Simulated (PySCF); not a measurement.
Gas-phase reaction: AlCl3.NH3 + H2O2 = AlCl3.H2O + NH + H2O

Energies from PySCF, thermal terms from the rigid-rotor harmonic-oscillator model, ideal gas at 1 bar. S°(298 K) at PBE0/def2-TZVP differs from the NASA 1993 table for H2O2 (-8 J/mol/K); whether the harmonic model or the table's entry is off was not settled. † marks an energy on the PBE0/def2-TZVP geometry and frequencies; other levels use their own. CCSD(T) freezes the core. 6-31G* has spherical d functions here. Open shells (unrestricted): NH (multiplicity 3); the rest are closed-shell singlets. B3LYP is the form with VWN-RPA correlation. No R ln 2 is added for the mirror-image form of H2O2. Adducts (AlCl3.NH3, AlCl3.H2O) have no counterpoise correction, and HF, PBE, BLYP, B3LYP and PBE0 lack dispersion. AlCl3.H2O: computed as isolated molecules; such fragments, hydroxides, amides, oligomers or adducts are transient or little studied in the gas. CCSD(T) isn't extrapolated to the basis-set limit. The harmonic model lacks anharmonicity and excited electronic states, which grow with temperature; levels with a mode under 35 cm⁻¹ are left out. Internal rotation in H2O2 is treated as a harmonic vibration of one conformer, which makes the entropy rough. Soft modes under 120 cm⁻¹ make the harmonic entropy rough for AlCl3.NH3, AlCl3.H2O.

ΔH° and ΔS° at 298 K: B3LYP/6-31G* 134 kJ, 142 J/K; B3LYP/def2-TZVP† 103 kJ, 148 J/K; CCSD(T)/def2-SVP† 81 kJ, 148 J/K; HF/6-31G* -65 kJ, 150 J/K.

Problem. With the heat capacities included, give log10 K (1 bar) at 1000, 1400, 1600, 1800, 2500 K from B3LYP/6-31G*, B3LYP/def2-TZVP†, CCSD(T)/def2-SVP†, HF/6-31G*.

Solution. 
| T (K) | B3LYP/6-31G* | B3LYP/def2-TZVP† | CCSD(T)/def2-SVP† | HF/6-31G* |
|---|---|---|---|---|
| 1000 | 0.7 | 2.7 | 3.8 | 11.6 |
| 1400 | 2.8 | 4.3 | 5.1 | 10.7 |
| 1600 | 3.4 | 4.7 | 5.5 | 10.5 |
| 1800 | 3.9 | 5.1 | 5.8 | 10.2 |
| 2500 | 4.9 | 5.9 | 6.4 | 9.7 |
